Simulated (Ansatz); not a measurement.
**A barrier at the coupled-cluster level**

Start structure (BH4F, closed shell), relaxed at PBE0-D4/def2-TZVP:

```tsv
atom	x (Å)	y (Å)	z (Å)
B1	-0.4268	0.3902	-0.3185
H2	0.3058	1.2064	0.1728
H3	-0.2671	0.0916	-1.4630
H4	-1.4651	0.1536	0.2204
H5	1.2579	-0.6919	0.9226
F6	0.5954	-1.1499	0.4658
```

The step: BH₃ + HF → BH₂F ([BH2][F]) + H₂; bonds formed: B1–F6, H2–H5; bonds broken: B1–H2, H5–F6. Ansatz 0.2.0; basis: def2-TZVPP and def2-QZVPP; cores frozen in the correlated methods. Extrapolation: Hartree–Fock as exp(−7.88 √X), correlation as X^−2.97. Energies below are by CCSD(T) at an estimated basis limit (MP2 extrapolated from triple and quadruple zeta, plus CCSD(T) − MP2 in triple zeta).

(1) What are the electronic barrier and the energy of the step, from the start structure to the end structure? (To be estimated.)

No T1 diagnostic of these runs exceeds 0.014. The end structure is not quite a true minimum (one mode of 34i cm⁻¹).

Answers

(1) By the calculation: Barrier 14.13 kcal/mol; step energy -27.64 kcal/mol (downhill); reverse barrier, their difference, 41.78 kcal/mol. Barrier and step energy count from the start structure, the reverse barrier from the end structure.

The saddle point: One imaginary mode of 1103i cm⁻¹.
```tsv
pair	start (Å)	saddle (Å)	end (Å)
B1–F6	2.01	1.63	1.32
H2–H5	2.25	1.08	0.75
B1–H2	1.20	1.30	2.85
H5–F6	0.93	1.13	3.08
```

Zero-point energy (harmonic, PBE0-D4): ZPE is 25.05 kcal/mol at the start and 24.28 kcal/mol at the saddle, so the barrier goes from 14.13 to 13.37 kcal/mol.

Labels in which every atom is bracketed show which atoms are joined, not bond orders.

For scale, one of the runs: CCSD(T)/def2-TZVPP, 118 basis functions, launched by `ansatz run in.yaml --threads 2 --pin off --events-out ev --progress --plain --max-ram 4352MiB`. Hardware: 2 CPU threads of an Intel Xeon, shared host. Wall time about 3.4 s.
